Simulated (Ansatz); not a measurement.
# Iron, bcc under PBE: ground state and equation of state

Aim: take iron in the bcc structure, relax it, solve it on a dense k-mesh, switch on spin-orbit coupling, then scale the cell to 7 volumes from 88 to 112 % of the relaxed one and try a fit of the equation of state. The start is ferromagnetic. The k-meshes are 15×15×15 for the relaxation; 25×25×25 for the dense run; 15×15×15 for spin-orbit coupling; 25×25×25 for the volumes. It starts from a measured cell (COD).

Method: DFT PBE, plane waves (420 eV) with PAW, scalar-relativistic, in Ansatz 0.2.0.

## 1. The structure to begin with

The structure is cubic, space group Im-3m (No. 229). Conventional cell: a = 2.866 Å, b = 2.866 Å, c = 2.866 Å, α = 90.00°, β = 90.00°, γ = 90.00°. Fe (site symmetry m-3m) is surrounded by 8 Fe at 2.48 Å.

Structure file:

```xyz
1
Lattice="-1.4332 1.4332 1.4332 1.4332 -1.4332 1.4332 1.4332 1.4332 -1.4332" Properties=species:S:1:pos:R:3 pbc="T T T"
Fe    0.0000    0.0000    0.0000
```

The atoms start with moments of +2.5 μB.

## 2. Geometry optimisation

input.yaml reads:

```yaml
crystal:
  lattice:
    - [-1.43325, 1.43325, 1.43325]
    - [1.43325, -1.43325, 1.43325]
    - [1.43325, 1.43325, -1.43325]
  atoms:
    - { symbol: Fe, position: [0.0, 0.0, 0.0], spin: 2.5 }
hamiltonian:
  xc: pbe
  pseudopotentials:
    kind: paw
    azcp:
      Fe: "pseudopotentials/Fe.paw.azcp"
basis:
  ecutwfc: 420
  fft_grid_basis: typed
kpoints:
  mp_grid: { grid: [15, 15, 15], shift: [0, 0, 0] }
magnetization:
  spin_polarized: true
scf:
  occupations: { method: fermi_dirac, width: 0.05 }
relax:
  max_steps: 60
  f_tol: 0.01
  cell: {}
```

Further steps of the session: Single point on a dense mesh; A two-component run at the same geometry; Volume × 0.88; Volume × 0.92; Volume × 0.96; Volume × 1.0; Volume × 1.04; Volume × 1.08; Volume × 1.12.

What does the calculation give? Wanted: space group; conventional cell; volume; shortest distance; gap on the mesh; magnetic state; magnetic state with spin-orbit coupling; V₀, B₀, B₀′.

As calculated:

| quantity | value |
| --- | --- |
| space group (spins left aside) | Im-3m (No. 229) |
| conventional cell | a = 2.833 Å |
| volume | 11.364 Å³/atom |
| shortest distance | 2.453 Å |
| against the measured volume | -3.5 % (11.777 Å³/atom) |
| gap on the mesh | none (levels filled in part) |
| magnetic state | ferromagnetic, up to 2.21 μB per atom |
| magnetic state with spin-orbit coupling | ferromagnetic, up to 2.16 μB per atom |
| V₀, B₀, B₀′ | 11.339 Å³/atom, 191 GPa, 5.9 |

**Reading.** The volume comes out 3.5 % smaller than measured. The measured cell holds zero-point motion and, unless taken cold, thermal expansion, which account for some of this. It ends ferromagnetic, with up to 2.21 μB per atom. Levels at the Fermi energy are filled in part, as in a metal. In the spin-orbit run the largest spin moment goes from 2.21 to 2.16 μB; mesh and site projection of the two kinds of run can differ, so the change can't be laid on spin-orbit coupling. The total energy of the spin-orbit run lies -0.20 eV/atom from the scalar one, but the two kinds of run don't share a zero of energy: only differences within one kind count. B₀ comes out at 191 GPa.
